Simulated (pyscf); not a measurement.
6 gas-phase steps of one pattern: four-centre exchange on the singlet surface, Al–C + H–O or C–Ga + H–O broken and Al–O + C–H or C–H + Ga–O formed. Structures and frequencies: ωB97X-D3(BJ)/def2-SVP in PySCF. Electronic energies in kcal/mol, between the relaxed ends of the descent from the saddle (adducts or complexes of the species named), with the reactant end as zero; ΔE‡ and ΔE at ωB97X-D3(BJ)/def2-TZVP. Rows were drawn at random from the steps of this pattern with a verified saddle, stable references and a bound adduct at one end at least.

```
row                                        step     ΔE   ΔE‡
---  ------------------------------------------  -----  ----
1          H₃C–AlH–CH₃ + H₂O → CH₄ + H₃C–AlH–OH  -19.2  16.3
2      H₃C–Al(OH)–OH + H₂O → CH₄ + HO–Al(OH)–OH  -15.1  20.0
3        H₃C–GaH₂ + HO–SiH₃ → CH₄ + H₃Si–O–GaH₂  -14.1  22.2
4          H₃C–GaH–CH₃ + H₂O → CH₄ + H₃C–GaH–OH  -11.4  23.5
5    H₃C–Ga(CH₃)–OH + H₂O → CH₄ + H₃C–Ga(OH)–OH   -6.7     ?
6      H₃C–Ga(OH)–OH + H₂O → CH₄ + HO–Ga(OH)–OH   -3.2  32.3
```

### Question
Fit ΔE‡ = a + b·ΔE to the other rows and predict row 5.

### Answer
Over the 5 complete rows the means are -12.6 (ΔE) and 22.9 (ΔE‡); least squares gives b = 0.99 and a = 35.3 kcal/mol, with residuals of 0.5 kcal/mol (root mean square; largest 0.9, row 3). For row 5: 35.3 + 0.99 × (-6.7) = 28.7 kcal/mol. The computed barrier is 28.9 kcal/mol, 0.2 over the line. The line follows the complete rows closely. Each barrier is that of the saddle found. Elements up to Kr have no core potential and no relativistic terms here.
